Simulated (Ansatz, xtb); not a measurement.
# Relative energy of two isomers of C5H7Cl

Structure a: `C=C/C(Cl)=C\C`, a singlet. Structure b: `C=C/C=C(\C)Cl`, a singlet. Both are isolated molecules in the gas phase, relaxed with B3LYP-D3(BJ)/def2-SVP; the shapes shown needn't be the lowest conformers.

a (Å):

```xyz
13

C     0.1766   -0.7722    1.5381
C     0.8684    0.2024    0.9298
C     0.7097    0.6514   -0.4511
C     1.4092    1.6318   -1.0569
C     2.4932    2.4700   -0.4535
Cl   -0.5219   -0.1826   -1.4016
H    -0.6003   -1.3321    1.0137
H     0.3765   -1.0293    2.5806
H     1.6367    0.7359    1.4957
H     1.1620    1.8429   -2.1016
H     3.4268    2.3681   -1.0337
H     2.7166    2.2160    0.5908
H     2.2198    3.5391   -0.4906
```

b (Å):

```xyz
13

C    -0.1950   -1.0179    0.7862
C     0.7027   -0.0330    0.6095
C     0.6491    0.9183   -0.4889
C     1.5248    1.9195   -0.7073
C     2.7298    2.2923    0.0954
Cl    1.2766    2.9627   -2.1018
H    -0.1205   -1.7133    1.6252
H    -1.0321   -1.1564    0.0950
H     1.5225    0.0651    1.3281
H    -0.1777    0.8045   -1.1958
H     2.8650    1.6272    0.9583
H     3.6368    2.2462   -0.5293
H     2.6424    3.3286    0.4607
```

Energies in hartree; the thermal terms are from GFN2-xTB frequencies at re-optimised GFN2-xTB minima (ideal gas, soft modes damped towards free rotors, one conformer each, 298.15 K, 1 atm) and include the zero-point energy:

|  | a | b |
| --- | --- | --- |
| E, CCSD(T)/def2-SVP | −653.489450 | −653.492454 |
| E, MP2/def2-SVP | −653.395950 | −653.399188 |
| E, MP2/def2-TZVPP | −653.967206 | −653.970329 |
| zero-point energy | 0.101458 | 0.101553 |
| H(298 K) − E | 0.109836 | 0.109880 |
| G(298 K) − E | 0.069392 | 0.069616 |

Question: Correct the CCSD(T) difference for the basis set by the MP2 change, then work out ΔE, ΔE₀, ΔH and ΔG for a → b in kJ/mol (1 Eh = 2625.50 kJ/mol) and the equilibrium ratio [b]/[a].

Answer: 1. Differences b − a: CCSD(T) −0.003004, MP2 in the small set −0.003238, MP2 in the large set −0.003123 Eh.
2. ΔE = −0.003004 + (−0.003123 − (−0.003238)) = −0.002889 Eh = −7.59 kJ/mol.
3. ΔE₀ = ΔE + ΔZPE = −0.002889 + (+0.000095) Eh = −7.34 kJ/mol.
4. ΔH = ΔE + (+0.000044) Eh = −7.47 kJ/mol.
5. ΔG = ΔE + (+0.000224) Eh = −7.00 kJ/mol, so ΔS = (ΔH − ΔG)/T = −1.6 J/(mol K).
6. kT = 0.9442 mEh, so K = [b]/[a] = exp(−ΔG/kT) = exp(+2.82) ≈ 17.

Structure b is favoured at this temperature. An error of 4 kJ/mol in ΔG would change K by a factor of 5. Mirror images and further conformers aren't counted.

As drawn, both hold the same kinds of bond in the same numbers.

Other levels gave ΔE = −7.9 (GFN2-xTB); −5.8 (HF/STO-3G, GFN2-xTB geometries); −9.3 (r2SCAN-D4/def2-SVP, GFN2-xTB geometries); −7.6 (B3LYP-D3(BJ)/def2-SVP); −9.3 (HF/def2-SVP); −8.5 (MP2/def2-SVP); −7.9 (CCSD(T)/def2-SVP) kJ/mol. The correlated steps freeze 10 core orbitals. Programs: Ansatz 0.2.0, xtb 6.7.1.
